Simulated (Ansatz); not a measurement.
O3. Charge 0, multiplicity 5. Geometry PBE-D4/def2-TZVP; atoms count from 1.

```
atom   x (Å)   y (Å)   z (Å)
  O1   0.373   1.294   0.687
  O2   0.000   0.001  -0.002
  O3  -0.373  -1.295  -0.685
```

The structure holds 2 bonds between oxygen atoms, so isomers without such links may lie far lower. At PBE0-D4/def2-TZVP a broken-symmetry singlet of charge 0 lies 3.62 eV below the quintet, each at its own geometry. The structure comes from a short search, and lower isomers may exist.

**Question.** Estimate the Mulliken populations from the PBE0/def2-TZVP orbitals of Ansatz.

**Answer.** 
```json
{"atom": "O1", "charge (e)": "0.01", "spin (α − β)": "1.63"}
{"atom": "O2", "charge (e)": "-0.03", "spin (α − β)": "0.74"}
{"atom": "O3", "charge (e)": "0.01", "spin (α − β)": "1.63"}
```
Mulliken values depend strongly on the basis.

**Question.** Where does the spin sit?

**Answer.** Summed by element: O 4.00, of 4 unpaired in all. Largest on single atoms: O1 1.63, O3 1.63, O2 0.74.

**Question.** And the Mayer bond orders between heavy atoms (over 0.3)?

**Answer.** O1–O2 0.92 (1.51 Å); O2–O3 0.92 (1.51 Å).
